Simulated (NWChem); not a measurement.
# Correlation energy of HN

```xyz
2

N      0.0000     0.0000     0.1326
H      0.0000     0.0000    -0.9279
```
Charge 0, spin multiplicity 3.

The numbers come from NWChem runs, not from measurements. Structure: optimised with UPBE/def2-SVP, a minimum by its harmonic frequencies.

Basis set: 3-21G. Each correlation energy counts from its own Hartree-Fock reference.

The correlated methods keep 1 core orbital frozen. This spin state was chosen for the runs; another may lie lower. The structure started from a generated list of species. The unpaired electrons of the parent sit in orbitals of symmetry b1 and b2 (C2v labels of the run); other states weren't searched. No SCF solution was tested for a lower state. Open-shell Hartree-Fock references start from PBE0 orbitals. Coupled-cluster values serve here as a point of comparison, not as the truth.

**Question.** One of these methods gave a correlation energy of -54.4 mHa. Which?
A. CCSD[T] on ROHF
B. UMP2
C. CCSD(T) on UHF

**Answer.** B, UMP2. The others give -66.5 (CCSD(T) on UHF), -70.8 (CCSD[T] on ROHF).
